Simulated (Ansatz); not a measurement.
**Molecular dynamics of HS$_{2}$Si, charge -1**

Input file:

```yaml
crystal:
  periodic: [false, false, false]
  atoms:
    - { symbol: S, position_ang: [-1.834493, -0.812884, 0.050201] }
    - { symbol: Si, position_ang: [0.000161, 0.011487, -0.006218] }
    - { symbol: S, position_ang: [1.816991, -0.566935, 0.636375] }
    - { symbol: H, position_ang: [0.01734, 1.368331, -0.680367] }
total_charge: -1
basis:
  gaussian: { orbitals: def2-SVP }
hamiltonian:
  xc: b3lyp
md:
  timestep: 1.0
  n_steps: 166
  ensemble: nvt_langevin
  temperature: 500.0
  initial_velocities: maxwell_boltzmann
  seed: 24318
  friction: 0.001
```

Command:

```bash
$ ansatz run input.yaml --threads 1 --pin off --max-ram 2048MiB --backend cpu --events-out ev --progress --plain --runs-dir out
```

It starts from a relaxed structure.

Output, in part (one step line in 6, the closing report, with atoms numbered from 0):

```
md step     0: t =     0.00 fs  T =   375.0 K  F+E_penalty+E_count = -29559.96268791 eV  E_kin = 0.193890 eV  (23 SCF iters)
md step     6: t =     6.00 fs  T =   210.5 K  F+E_penalty+E_count = -29559.88947463 eV  E_kin = 0.108834 eV  (24 SCF iters)
md step    12: t =    12.00 fs  T =    61.4 K  F+E_penalty+E_count = -29559.82030146 eV  E_kin = 0.031739 eV  (22 SCF iters)
md step    18: t =    18.00 fs  T =   168.1 K  F+E_penalty+E_count = -29559.87861974 eV  E_kin = 0.086933 eV  (24 SCF iters)
md step    24: t =    24.00 fs  T =   204.1 K  F+E_penalty+E_count = -29559.89050886 eV  E_kin = 0.105511 eV  (24 SCF iters)
md step    30: t =    30.00 fs  T =   224.6 K  F+E_penalty+E_count = -29559.89275388 eV  E_kin = 0.116114 eV  (23 SCF iters)
md step    36: t =    36.00 fs  T =   286.0 K  F+E_penalty+E_count = -29559.91732646 eV  E_kin = 0.147874 eV  (23 SCF iters)
md step    42: t =    42.00 fs  T =   161.2 K  F+E_penalty+E_count = -29559.84007647 eV  E_kin = 0.083341 eV  (24 SCF iters)
md step    48: t =    48.00 fs  T =   171.3 K  F+E_penalty+E_count = -29559.82949851 eV  E_kin = 0.088566 eV  (24 SCF iters)
md step    54: t =    54.00 fs  T =   292.0 K  F+E_penalty+E_count = -29559.88720990 eV  E_kin = 0.150978 eV  (25 SCF iters)
md step    60: t =    60.00 fs  T =   231.9 K  F+E_penalty+E_count = -29559.85062578 eV  E_kin = 0.119895 eV  (24 SCF iters)
md step    66: t =    66.00 fs  T =   286.6 K  F+E_penalty+E_count = -29559.88445428 eV  E_kin = 0.148170 eV  (23 SCF iters)
md step    72: t =    72.00 fs  T =   350.2 K  F+E_penalty+E_count = -29559.91913790 eV  E_kin = 0.181058 eV  (24 SCF iters)
md step    78: t =    78.00 fs  T =   199.5 K  F+E_penalty+E_count = -29559.81275095 eV  E_kin = 0.103175 eV  (24 SCF iters)
md step    84: t =    84.00 fs  T =   137.2 K  F+E_penalty+E_count = -29559.77436261 eV  E_kin = 0.070916 eV  (23 SCF iters)
md step    90: t =    90.00 fs  T =   376.3 K  F+E_penalty+E_count = -29559.89805519 eV  E_kin = 0.194560 eV  (24 SCF iters)
md step    96: t =    96.00 fs  T =   422.0 K  F+E_penalty+E_count = -29559.90553846 eV  E_kin = 0.218197 eV  (22 SCF iters)
md step   102: t =   102.00 fs  T =   291.3 K  F+E_penalty+E_count = -29559.83778856 eV  E_kin = 0.150622 eV  (23 SCF iters)
md step   108: t =   108.00 fs  T =   312.2 K  F+E_penalty+E_count = -29559.85303518 eV  E_kin = 0.161406 eV  (24 SCF iters)
md step   114: t =   114.00 fs  T =   343.9 K  F+E_penalty+E_count = -29559.85649381 eV  E_kin = 0.177835 eV  (24 SCF iters)
md step   120: t =   120.00 fs  T =   162.6 K  F+E_penalty+E_count = -29559.76744108 eV  E_kin = 0.084094 eV  (24 SCF iters)
md step   126: t =   126.00 fs  T =   278.9 K  F+E_penalty+E_count = -29559.83397280 eV  E_kin = 0.144196 eV  (24 SCF iters)
md step   132: t =   132.00 fs  T =   472.0 K  F+E_penalty+E_count = -29559.95358595 eV  E_kin = 0.244051 eV  (23 SCF iters)
md step   138: t =   138.00 fs  T =   278.0 K  F+E_penalty+E_count = -29559.83945878 eV  E_kin = 0.143737 eV  (24 SCF iters)
md step   144: t =   144.00 fs  T =   162.7 K  F+E_penalty+E_count = -29559.79001097 eV  E_kin = 0.084107 eV  (23 SCF iters)
md step   150: t =   150.00 fs  T =   355.1 K  F+E_penalty+E_count = -29559.89766729 eV  E_kin = 0.183586 eV  (24 SCF iters)
md step   156: t =   156.00 fs  T =   246.7 K  F+E_penalty+E_count = -29559.84947656 eV  E_kin = 0.127548 eV  (24 SCF iters)
md step   162: t =   162.00 fs  T =   245.0 K  F+E_penalty+E_count = -29559.84729860 eV  E_kin = 0.126681 eV  (23 SCF iters)
md step   166: t =   166.00 fs  T =   351.7 K  F+E_penalty+E_count = -29559.90547082 eV  E_kin = 0.181837 eV  (24 SCF iters)
Total energy: -29559.90566358 eV, -1086.3064967130 hartree
Atom 0 at    -2.128086    -0.619483     0.332011 Å, force     0.956066     0.119336    -0.027849 eV/Å
Atom 1 at    -0.141570    -0.136240     0.077111 Å, force    -1.205872    -0.905850     0.430135 eV/Å
Atom 2 at     1.607700    -0.998976     0.568474 Å, force    -0.044468     0.069720    -0.010917 eV/Å
Atom 3 at    -0.055231     1.122561    -0.668506 Å, force     0.294274     0.716795    -0.391368 eV/Å
Dipole moment:     0.097104     0.194913    -0.104693 e Å
```

All steps were run. The mean temperature of the second half is 41 % below the set value. A run of 0.17 ps of so small a system gives no equilibrium averages. Limits of this set-up: an anion without diffuse functions, the dipole of an ion depends on the origin.

The same pairs are bonded in the first frame and the last. Pairs count as bonded within 1.25 times the sum of covalent radii (0.12 Å more for H–H).

Last frame:

```xyz
4
Properties=species:S:1:pos:R:3
S -2.128 -0.620 0.332
Si -0.142 -0.136 0.077
S 1.608 -0.999 0.569
H -0.055 1.123 -0.668
```

Time of the run: 3.6 min on 1 thread of Arm Neoverse V1 (shared host), peak memory 0.11 GiB.
